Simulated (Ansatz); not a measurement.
# SiH₂− (doublet): the correlation ladder at a displaced geometry (v2), aug-cc-pVDZ

One table from this session's results is given with a row withheld; the runs are named, their logs left out.

Program: Ansatz 0.2.0, Gaussian basis. Level of theory: aug-cc-pVDZ, core rule «outside noble gas», up to 5 orbitals frozen. These are calculated values, not measurements.

Plan: UHF; CCSD(T) on ROHF; CCSD(T) on UHF; BCCD(T) on ROHF; CISD; CCSDT(Q) on ROHF; CCSDT(Q) on UHF; CASSCF and MRCISD+Q, 7 electrons in 6 orbitals; CASSCF and NEVPT2, 7 electrons in 6 orbitals.

17 further runs of the same task are left out: 6 that didn't finish, 11 set aside as unsound or not needed.

## The geometry

The geometry is a PBE0/def2-TZVPD stationary point (not a proven minimum) with its atoms shifted at random (size 0.100 Å).

3 atoms, charge -1, spin multiplicity 2.

Atoms are counted from 1 here; the program's logs count them from 0.

Bond lengths: Si1–H2 1.575 Å, Si1–H3 1.536 Å. Angles: H2–Si1–H3 92.2°.

Set-up of the first run:

Input file in.yaml:

```yaml
crystal:
  periodic: [false, false, false]
  atoms:
    - {symbol: Si, position_ang: [0.008476, -0.071735, -0.000503]}
    - {symbol: H, position_ang: [-0.156398, 1.015638, 1.126891]}
    - {symbol: H, position_ang: [-0.079778, 0.983215, -1.112889]}
basis:
  gaussian: {orbitals: aug-cc-pVDZ}
total_charge: -1
magnetization: {spin_polarized: true, initial_magnetization: 1}
hamiltonian: {xc: hf}
output: {orbitals: {seedname: orbitals}}
```

Started as:

```
$ ansatz run in.yaml --threads 1 --pin off --events-out ev --progress --plain --max-ram 2393MiB
```

Steps of the session up to this table: UHF; CCSD(T) on ROHF; CCSD(T) on UHF; BCCD(T) on ROHF; CISD; CCSDT(Q) on ROHF; CCSDT(Q) on UHF; CASSCF and MRCISD+Q, 7 electrons in 6 orbitals; CASSCF and NEVPT2, 7 electrons in 6 orbitals.

One table of the session follows, with a row left open; its other results are not shown here.

| method | from UCCSDT(Q) (kJ/mol) |
| --- | --- |
| ROHF | +375.7 |
| UHF | +365.7 |
| RMP2 | +84.1 |
| UMP2 | +86.1 |
| CISD | +32.9 |
| RCCSD | ? |
| UCCSD | +14.0 |
| RCCSD(T) | +3.0 |
| UCCSD(T) | +3.0 |
| BCCD(T) | +3.0 |
| RCCSDT | +0.5 |
| UCCSDT | +0.5 |
| RCCSDT(Q) | 0.0 |
| UCCSDT(Q) | 0 |
| CASSCF valence | +295.2 |
| NEVPT2 valence | +91.7 |
| MRCISD valence | +22.5 |
| MRCISD+Q valence | +1.2 |

Estimate the missing values for RCCSD.

As computed: from UCCSDT(Q) (kJ/mol): +14.3. In the column «from UCCSDT(Q) (kJ/mol)» it lies between UCCSD (+14.0) and MRCISD valence (+22.5).

Limits of these values: Restricted and unrestricted rows rest on different reference determinants; where their highest levels disagree by more than a few hundredths of an eV, they describe different states and don't form one ladder.
